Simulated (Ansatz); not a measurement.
Run this with Ansatz's Python interface and show what comes out.

Script `run_pa.py`:
```python
# -*- coding: utf-8 -*-
"""Proton affinity of AlH4NS at one site."""

import ansatz
import numpy as np

geometry_ang = [
    ("N", (-1.1284, 0.2217, -0.912)),
    ("Al", (0.3742, 0.4803, 0.1643)),
    ("S", (2.1067, -0.9196, -0.0995)),
    ("H", (-1.4993, -0.6625, -0.7033)),
    ("H", (-1.8703, 0.9692, -0.6199)),
    ("H", (0.4313, 1.6617, 1.2571)),
    ("H", (1.6471, -1.8188, 0.8676)),
]
system = ansatz.Crystal.molecule()
for symbol, xyz in geometry_ang:
    system = system.atom(symbol, xyz)

calculation = (
    system.calculation()
    .basis(gaussian="6-31G*")
    .functional("hf")
    .scf(lower_state_search="standard")
)
symbols = [site.symbol for site in system.cartesian_sites]
start = np.array([site.position_ang for site in system.cartesian_sites], dtype=float)
rep = calculation.relax(force_tolerance=0.01, max_steps=100).run(threads=1).report
end = np.array(rep["positions_ang"])

# put the proton on the side away from the neighbours, slightly off axis
away = sum((end[2] - end[j]) / np.linalg.norm(end[2] - end[j]) for j in [1, 6]) + np.array([0.15, 0.1, -0.2])
proton = end[2] + 1.4 * away / np.linalg.norm(away)
acid = ansatz.Crystal.molecule()
for symbol, place in zip(symbols, end):
    acid = acid.atom(symbol, place.tolist())
acid = acid.atom("H", proton.tolist())
protonated = acid.calculation()
protonated = protonated.basis(gaussian="6-31G*")
protonated = protonated.functional("hf")
protonated = protonated.scf(lower_state_search="standard")
protonated = protonated.charge(1).relax(force_tolerance=0.01, max_steps=80)
after = protonated.run(threads=1).report
xyz = np.array(after["positions_ang"])
reach = np.linalg.norm(xyz[:-1] - xyz[-1], axis=1)
print(f"base {rep['free_energy_ev']:.5f} eV, protonated {after['free_energy_ev']:.5f} eV")
print(f"the proton ends {reach.min():.3f} A from {symbols[reach.argmin()]}{reach.argmin()}")
print(f"electronic proton affinity {23.060548 * (rep['free_energy_ev'] - after['free_energy_ev']):.1f} kcal/mol")
```

```console
$ python run_pa.py
base -18946.38586 eV, protonated -18954.64830 eV
the proton ends 1.328 A from S2
electronic proton affinity 190.5 kcal/mol
```

Notes:
- These settings explore the input space; basis and method may be short of convergence.
- The proton is put on one chosen atom, which needn't be the most basic site, so the molecule's proton affinity can be higher; the ends are stationary points, not checked by frequencies, and zero-point and thermal terms count only where printed.
- Hartree-Fock leaves correlation out, so bond, atomisation and ionisation energies come out well too low.
- The whole script took 29 s on 1 thread of Arm Neoverse V2, with other jobs on the host, peak memory 0.18 GiB.
